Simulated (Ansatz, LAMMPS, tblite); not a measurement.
# Ladder of methods for the cohesive energy of rock-salt NaF

Reference value: 3.97 eV/atom (measured, static lattice: zero-point vibration energy added; as tabulated in Mejia-Rodriguez and Trickey (2018), arXiv:1807.09216).

**Question.** What do EIM, GFN1-xTB, LDA, PBE, HSE06 give, and how far is each from the reference?

**Answer.** 
```
level (code)       value (eV/atom)  cell (Å³/atom)  error (eV/atom)
-----------------  ---------------  --------------  ---------------
EIM (LAMMPS)                  3.88           12.27            -0.09
GFN1-xTB (tblite)             4.45           12.86            +0.48
LDA (Ansatz)                  4.37           11.41            +0.40
PBE (Ansatz)                  3.83           12.99            -0.14
HSE06 (Ansatz)                3.73           12.47            -0.24
```

Leaving aside EIM, GFN1-xTB, which can be fitted to such values or carry a doubt: The best agreement in this table is that of PBE (-0.14 eV/atom). Farthest off: LDA (+0.40 eV/atom). Within 0.5 eV/atom: LDA, PBE, HSE06. The least costly first-principles kind among them: DFT without exact exchange (LDA, PBE).

GFN1-xTB: the free atoms are run in the same model without spin. GFN1-xTB: the method was fitted mainly to molecules. GFN1-xTB: the run uses a supercell at the zone centre in place of a k mesh. Each level is taken at its own relaxed cell. Cutoffs and k meshes differ between the levels. Ansatz's density-functional and Hartree–Fock values are scalar-relativistic unless marked +SOC, with PAW data made under PBE.

Empirical potentials (EIM) are fitted to chosen data, which need not cover the solid at hand: agreement can be built in, and what lay outside the fit can be far off.

Differences are worked out from the printed values.

Ansatz is a first-principles code.
